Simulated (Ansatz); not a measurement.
Input file for Ansatz (a quantum-chemistry and plane-wave program): R-RI-MP2/aug-cc-pVTZ on H2O (SMILES O) with ghost functions. Files ending in .json are basis or fitting sets from the Basis Set Exchange.

Ansatz 0.2 input:
```yaml
crystal:
  periodic: [false, false, false]
  atoms:
    - {symbol: O, position_ang: [1.85803137, 0.51852113, -0.25348871]}
    - {symbol: H, position_ang: [1.04051437, 0.02224913, -0.42664171]}
    - {symbol: H, position_ang: [2.43993337, 0.26002313, -0.96923471]}
basis:
  gaussian:
    orbitals: aug-cc-pVTZ
    fitting: {mean_field: def2-universal-JKFIT, correlation: aug-cc-pVTZ-RIFIT.json}
    ghost_atoms:
      - {symbol: N, position_ang: [-0.80436863, -0.69219687, -0.35724871]}
      - {symbol: H, position_ang: [-0.90005563, -1.66102787, -0.08139571]}
      - {symbol: H, position_ang: [-1.39350863, -0.57876187, -1.17200871]}
      - {symbol: C, position_ang: [-1.28781363, 0.17588313, 0.72312829]}
      - {symbol: H, position_ang: [-1.18366463, 1.21294913, 0.41527629]}
      - {symbol: H, position_ang: [-2.32564163, 0.00247913, 1.01425929]}
      - {symbol: H, position_ang: [-0.65592763, 0.03619813, 1.59636929]}
magnetization: {spin_polarized: false}
correlation: {method: mp2, electrons: outside_noble_gas}
scf: {lower_state_search: off}
```

Program output:

```
WARN ansatz: RAYON_NUM_THREADS=1 ignored (pool sized by the plan → 1); use --threads N
Functional definition: HF
these checks for a lower state are left out or cut short: stability, starts, cluster_reference, orbital_swaps, neighbouring_geometries, increment
integrals: 0.27 GiB planned
355 factors; integrals over basis functions are off by at most 9.5e-1 eV
mean field: 0.45 GiB planned
mean field evaluation 1: about -2067.8175 eV, gradient 3.4e1 eV
mean field evaluation 2: about -2068.9592 eV, gradient 2.2e1 eV
mean field evaluation 4: about -2069.6957 eV, gradient 3.3e-1 eV
mean field -2069.69620947 eV, -76.0599328075 hartree, gradient 1.1e-6 eV, S^2 0.000000; 0 other end points of the search recorded, 0 dependent functions left out
1 core orbitals not correlated
640 factors; their error is unknown
reference -2069.69620947 eV, -76.0599328075 hartree; 4, 4 occupied and 294, 294 virtual orbitals, 640 factors
second order -7.32915613 eV of doubles, -0.00000000 eV of singles
Total energy: -2077.02536560 eV, -76.3292743275 hartree
Checks for a lower state left out: stability, starts, cluster_reference, orbital_swaps, neighbouring_geometries, increment
```

The calculation finished and met its thresholds.

Cost: very roughly 1.8 core-seconds.
